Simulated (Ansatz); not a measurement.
Ansatz (a quantum-chemistry and plane-wave program) input (CCSD(T)/aug-cc-pV(D+d)Z):
A basis named .json is the Basis Set Exchange file of that set.

Ansatz 0.2 input:
```yaml
crystal:
  periodic: [false, false, false]
  atoms:
    - {symbol: S, position_ang: [-0.00000000, -0.00000000, -0.95184987]}
    - {symbol: S, position_ang: [0.00000000, 0.00000000, 0.95184987]}
basis:
  gaussian:
    orbitals: aug-cc-pV_D+d_Z.json
total_charge: 1
magnetization: {spin_polarized: true, initial_magnetization: 1}
correlation: {method: ccsd_t, electrons: outside_noble_gas}
```

Output:

```
Functional definition: HF
integrals: 0.06 GiB planned
622 factors; integrals over basis functions are off by at most 1.0e-3 eV
mean field: 0.17 GiB planned
mean field evaluation 1: about -21624.9705 eV, gradient 6.4e0 eV
mean field evaluation 2: about -21625.0690 eV, gradient 6.4e0 eV
mean field evaluation 4: about -21625.4579 eV, gradient 7.6e-1 eV
mean field evaluation 8: about -21625.4667 eV, gradient 1.0e-3 eV
mean field evaluation 16: about -21625.4667 eV, gradient 9.6e-5 eV
mean field evaluation 32: about -21625.9260 eV, gradient 8.6e-5 eV
mean field evaluation 64: about -21625.3444 eV, gradient 8.3e-1 eV
mean field evaluation 96: about -21625.4667 eV, gradient 2.4e-5 eV
mean field evaluation 128: about -21625.2875 eV, gradient 2.8e0 eV
mean field evaluation 160: about -21625.9231 eV, gradient 2.8e-1 eV
mean field evaluation 192: about -21621.1798 eV, gradient 3.7e-2 eV
mean field evaluation 224: about -21625.9260 eV, gradient 1.2e-3 eV
mean field evaluation 256: about -21624.2907 eV, gradient 7.1e-2 eV
mean field evaluation 288: about -21624.2634 eV, gradient 6.0e-1 eV
mean field evaluation 320: about -21620.1104 eV, gradient 1.4e1 eV
mean field evaluation 352: about -21621.9731 eV, gradient 2.1e0 eV
mean field evaluation 384: about -21622.2003 eV, gradient 1.1e-2 eV
mean field evaluation 416: about -21625.4666 eV, gradient 5.4e-2 eV
mean field evaluation 448: about -21622.1995 eV, gradient 2.1e-1 eV
mean field evaluation 480: about -21625.4667 eV, gradient 1.6e-4 eV
mean field -21625.92599606 eV, -794.7381217759 hartree, gradient 3.7e-6 eV, S^2 1.382263; 9 other end points of the search recorded, 0 dependent functions left out
determinant -21625.92599606 eV, -794.7381217759 hartree, with singles and doubles -21633.31803476 eV, -795.0097741880 hartree
determinant -21624.29108625 eV, -794.6780399488 hartree, with singles and doubles -21630.71208029 eV, -794.9140071275 hartree
determinant -21625.46667024 eV, -794.7212418637 hartree, with singles and doubles -21633.39588079 eV, -795.0126349765 hartree
10 core orbitals not correlated
reference -21625.92599606 eV, -794.7381217759 hartree; 6, 5 occupied and 48, 49 virtual orbitals, 622 factors
second order -6.02620102 eV of doubles, -0.00000000 eV of singles
coupled cluster: 0.17 GiB planned
cycle   1  -7.39467810 eV  change   -1.6e-1 eV  update   2.0e-2
cycle   2  -7.41131829 eV  change   -1.7e-2 eV  update   6.0e-3
cycle   3  -7.41694248 eV  change   -5.6e-3 eV  update   3.2e-3
cycle   4  -7.42374889 eV  change   -6.8e-3 eV  update   2.3e-3
cycle   5  -7.43056570 eV  change   -6.8e-3 eV  update   1.4e-3
cycle   6  -7.43298765 eV  change   -2.4e-3 eV  update   5.7e-4
cycle   7  -7.43438374 eV  change   -1.4e-3 eV  update   3.0e-4
cycle   8  -7.43500533 eV  change   -6.2e-4 eV  update   1.5e-4
cycle   9  -7.43519155 eV  change   -1.9e-4 eV  update   6.6e-5
cycle  10  -7.43526094 eV  change   -6.9e-5 eV  update   2.9e-5
cycle  11  -7.43526923 eV  change   -8.3e-6 eV  update   1.4e-5
cycle  12  -7.43527769 eV  change   -8.5e-6 eV  update   6.1e-6
coupled cluster: 0.17 GiB planned
perturbative correction -0.43911176 eV, -0.0161370595 hartree
Total energy: -21633.80038551 eV, -795.0275002508 hartree
```

This state (charge 1, doublet) is run at the relaxed geometry of the species with charge 0 and multiplicity 3.

The determinant is spin-contaminated: <S^2> is 1.38 against 0.75 for a pure state.
